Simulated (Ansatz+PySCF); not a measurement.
Results of a calculation; reference values are marked as such.
## Ansatz (development build ahead of 0.2.0) run

```yaml
crystal:
  periodic: [false, false, false]
  atoms:
    - { symbol: Li, position_ang: [0.0, 0.0, 0.0] }
    - { symbol: H, position_ang: [1.55121, 0.0, 1.30162] }
    - { symbol: H, position_ang: [-1.55121, 0.0, 1.30162] }
basis:
  gaussian: { orbitals: "6-31G" }
total_charge: 1
magnetization:
  spin_polarized: true
  initial_magnetization: 2
hamiltonian:
  xc: hf
correlation:
  method: ccsd_t
  frozen_orbitals: { H: 0, Li: 0 }
```

The input is written out in the form of the current development build from the run's settings.

Results

* Converged: yes
* Reference energy: -8.23208 hartree
* CCSD correlation energy: -0.00022 hartree
* Triples correction: 0.00000 hartree
* Total energy: -8.23230 hartree
* Spin squared of the determinant: 2.000
* Stability test: minimum
* T1 diagnostic: 0.000
* Largest doubles amplitude: 0.00
* Occupied orbitals by symmetry in an Abelian subgroup (alpha; beta): 2 A1 1 B2; 1 A1
